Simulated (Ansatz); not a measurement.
A made-up structure of CH₄B₂, closed shell:

B1  (-0.980, 0.052, -0.001)
C2  (0.234, -0.167, -1.028)
B3  (0.883, 0.017, 0.429)
H4  (-2.279, 0.160, 0.249)
H5  (0.498, -0.354, -2.186)
H6  (-0.299, 0.213, 1.314)
H7  (1.944, 0.079, 1.224)
(Å)

It is relaxed with PBE-D4/def2-SVP and then PBE0-D4/def2-TZVP (Ansatz 0.2.0). Atoms count as bonded within 1.22 times the sum of their covalent radii (H–H: 0.88 Å). The end point is not checked to be a true minimum.

Task: Does its bonding change? (Judge from chemistry; the calculation decides.)

Result: Computed: Yes. Formed: B1–H6, B3–H6; broken: none.

Where it ends: The first stage lowers the energy by 1.42 eV in 5 steps. It ends as CH₄B₂ ([H]1[BH]2[CH][BH]12):
B1  (-0.875, 0.047, -0.001)
C2  (0.209, -0.149, -0.918)
B3  (0.788, 0.015, 0.383)
H4  (-2.035, 0.143, 0.222)
H5  (0.444, -0.316, -1.951)
H6  (-0.267, 0.190, 1.173)
H7  (1.735, 0.070, 1.093)
(Å)

Labels in which every atom is bracketed show which atoms are joined, not bond orders.

For scale, one of the runs: PBE0-D4/def2-TZVP relaxation, 117 basis functions, launched by `ansatz run in.yaml --threads 2 --pin off --events-out ev --progress --plain --max-ram 4352MiB`. Hardware: 2 CPU threads of an Arm Neoverse V2, shared host. Wall time about 7 s.
